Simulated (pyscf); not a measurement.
Routes from H₃Si–NH–SiH₃ (SMILES [SiH3]N[SiH3]) + H₂O (SMILES O)

Candidate steps break at most two bonds and form at most two. Each was searched with GFN2-xTB (tblite) first. Structures and frequencies: ωB97X-D3(BJ)/def2-SVP in PySCF. Energies: ωB97M-D3(BJ)/def2-TZVP, eV, from the separated reactants, singlet surface.

| products | type | ΔE‡ | ΔE | ΔG‡ 298 K | ΔG‡ 900 K | ν‡ (cm⁻¹) |
|---|---|---|---|---|---|---|
| HO–SiH₂–NH–SiH₃ + H₂ | four-centre exchange | 1.26 | -0.95 | 1.70 | 2.73 | 1154i |
| H₃Si–NH–SiH₃ + H₂O | four-centre exchange | 1.96 | 0.00 | 2.26 | 3.15 | 2165i |

Row 2: On the reactant side the descent ends in a complex (not fully relaxed), 0.25 eV under the separated species and 2.25 eV under the saddle at ωB97X-D3(BJ)/def2-TZVP. On the product side the descent ends in a complex (not fully relaxed), 0.25 eV under the separated species and 2.25 eV under the saddle at ωB97X-D3(BJ)/def2-TZVP. 

Plain bond fissions and candidates not yet searched are not listed, and one of them may be faster. Each barrier is that of the saddle found; lower ones may exist.
